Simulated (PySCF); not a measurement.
Molecular orbitals of AlO⁺

M06-2X at R = 1.790 Å; Al jorge-DZP-DKH, O jorge-DZP-DKH; spin-free X2C with a Gaussian nucleus (PySCF 2.14). State: ³Π (triplet), unpaired electrons σ ↑, π ↑. Only the outer orbitals are listed, counted within each symmetry.

```json
{"spin": "α", "orbital": "5σ", "occ.": "1", "ε (eV)": "-37.11", "on Al (%)": "6", "main shells (%)": "92 O s"}
{"spin": "α", "orbital": "6σ", "occ.": "1", "ε (eV)": "-20.97", "on Al (%)": "25", "main shells (%)": "71 O p, 22 Al s"}
{"spin": "α", "orbital": "2π", "occ.": "1", "ε (eV)": "-20.44", "on Al (%)": "5", "main shells (%)": "95 O p"}
{"spin": "α", "orbital": "2π", "occ.": "1", "ε (eV)": "-18.79", "on Al (%)": "7", "main shells (%)": "93 O p"}
{"spin": "α", "orbital": "7σ", "occ.": "1", "ε (eV)": "-16.50", "on Al (%)": "87", "main shells (%)": "67 Al s, 19 Al p, 13 O p"}
{"spin": "α", "orbital": "3π", "occ.": "0", "ε (eV)": "-7.78", "on Al (%)": "98", "main shells (%)": "97 Al p"}
{"spin": "α", "orbital": "3π", "occ.": "0", "ε (eV)": "-7.58", "on Al (%)": "97", "main shells (%)": "95 Al p"}
{"spin": "α", "orbital": "8σ", "occ.": "0", "ε (eV)": "-4.91", "on Al (%)": "98", "main shells (%)": "72 Al p, 19 Al d"}
{"spin": "β", "orbital": "5σ", "occ.": "1", "ε (eV)": "-34.06", "on Al (%)": "9", "main shells (%)": "90 O s"}
{"spin": "β", "orbital": "6σ", "occ.": "1", "ε (eV)": "-18.51", "on Al (%)": "35", "main shells (%)": "59 O p, 32 Al s"}
{"spin": "β", "orbital": "2π", "occ.": "1", "ε (eV)": "-17.46", "on Al (%)": "10", "main shells (%)": "90 O p"}
{"spin": "β", "orbital": "7σ", "occ.": "0", "ε (eV)": "-11.38", "on Al (%)": "82", "main shells (%)": "59 Al s, 23 Al p, 18 O p"}
{"spin": "β", "orbital": "2π", "occ.": "0", "ε (eV)": "-10.15", "on Al (%)": "38", "main shells (%)": "62 O p, 35 Al p"}
{"spin": "β", "orbital": "3π", "occ.": "0", "ε (eV)": "-7.60", "on Al (%)": "96", "main shells (%)": "92 Al p"}
```

Which are the highest filled and the lowest empty level, where do they sit, and how wide is the gap?

Highest filled α 7σ at -16.50 eV (in %: 67 Al s, 19 Al p, 13 O p); lowest empty β 7σ at -11.38 eV (in %: 59 Al s, 23 Al p, 18 O p); the gap at M06-2X is 5.12 eV.

```json
{
  "bond order (Mayer)": "1.23",
  "⟨S²⟩": "2.011",
  "charge on Al (Mulliken, basis-dependent)": "1.16",
  "charge on Al (Löwdin, basis-dependent)": "0.99",
  "dipole moment (positive dipole points towards O; it is taken about the centre of mass and depends on that origin)": "-4.91 D"
}
```

The state is the lowest determinant that a PBE0 search found; another state may lie lower at other levels.
